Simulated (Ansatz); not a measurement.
# CH₄N (quartet): wave-function methods side by side at distance C1–H5 along a hydrogen transfer = 1.252 Å, cc-pVDZ

The task here is to estimate one member of a computed series from the others.

Computed with Ansatz 0.2.0, Gaussian basis. Level: cc-pVDZ, core rule «outside noble gas», up to 2 orbitals frozen.

To be run: UHF; CCSD(T) on ROHF; CCSD(T) on UHF; BCCD(T) on ROHF; CISD; CCSDT(Q) on ROHF; CCSDT(Q) on UHF; CASSCF and MRCISD+Q, 5 electrons in 5 orbitals; CASSCF and NEVPT2, 5 electrons in 5 orbitals.

5 further runs of the same task are left out: 3 that didn't finish, 2 set aside as unsound or not needed.

## The geometry

The geometry derives from fragments relaxed apart (PBE0/def2-TZVP) and kept rigid, so it is no stationary point. A hydrogen atom is moved between rigid fragments.

6 atoms, charge 0, spin multiplicity 4.

Atoms are counted from 1 here; the program's logs count them from 0.

Bond lengths: C1–H2 1.090 Å, C1–H3 1.090 Å, C1–H4 1.090 Å, C1–H5 1.252 Å. Angles: H2–C1–H3 109.5°, H2–C1–H4 109.5°, H2–C1–H5 109.5°, H3–C1–H4 109.5°, H3–C1–H5 109.5°, H4–C1–H5 109.5°.

As a file:

```xyz
6

C    -1.2631    0.0000    0.0000
H    -1.6263    1.0273    0.0000
H    -1.6263   -0.5137    0.8897
H    -1.6263   -0.5137   -0.8897
H    -0.0111    0.0000    0.0000
N     1.4349    0.0000    0.0000
```

The first run:

in.yaml

```yaml
crystal:
  periodic: [false, false, false]
  atoms:
    - {symbol: C, position_ang: [-1.263055, 0.000000, 0.000000]}
    - {symbol: H, position_ang: [-1.626261, 1.027301, 0.000000]}
    - {symbol: H, position_ang: [-1.626261, -0.513650, 0.889668]}
    - {symbol: H, position_ang: [-1.626261, -0.513650, -0.889669]}
    - {symbol: H, position_ang: [-0.011055, 0.000000, 0.000000]}
    - {symbol: N, position_ang: [1.434945, 0.000000, 0.000000]}
basis:
  gaussian: {orbitals: cc-pVDZ}
magnetization: {spin_polarized: true, initial_magnetization: 3}
hamiltonian: {xc: hf}
output: {orbitals: {seedname: orbitals}}
```

The run is started by

```console
$ ansatz run in.yaml --threads 1 --pin off --events-out ev --progress --plain --max-ram 2393MiB
```

Steps of the session up to this table: UHF; CCSD(T) on ROHF; CCSD(T) on UHF; BCCD(T) on ROHF; CISD; CCSDT(Q) on ROHF; CCSDT(Q) on UHF; CASSCF and MRCISD+Q, 5 electrons in 5 orbitals; CASSCF and NEVPT2, 5 electrons in 5 orbitals.

One table of the session follows, with a row left open; its other results are not shown here.

| method | from UCCSDT(Q) (kcal/mol) |
| --- | --- |
| ROHF | +186.24 |
| UHF | +182.13 |
| RMP2 | +29.99 |
| UMP2 | +29.46 |
| CISD | +17.63 |
| RCCSD | +4.33 |
| UCCSD | +4.24 |
| RCCSD(T) | +0.67 |
| UCCSD(T) | +0.63 |
| BCCD(T) | +0.67 |
| RCCSDT | +0.21 |
| UCCSDT | +0.17 |
| RCCSDT(Q) | +0.04 |
| UCCSDT(Q) | 0 |
| CASSCF pair | +172.97 |
| NEVPT2 pair | ? |
| MRCISD pair | +15.48 |
| MRCISD+Q pair | +1.35 |

Q: Estimate the row for NEVPT2 pair from the others.

As computed: from UCCSDT(Q) (kcal/mol): +28.96. In the column «from UCCSDT(Q) (kcal/mol)» it lies between CISD (+17.63) and UMP2 (+29.46).

Caveats from the session: Restricted and unrestricted rows rest on different reference determinants; where their highest levels disagree by more than a few hundredths of an eV, they describe different states and don't form one ladder.
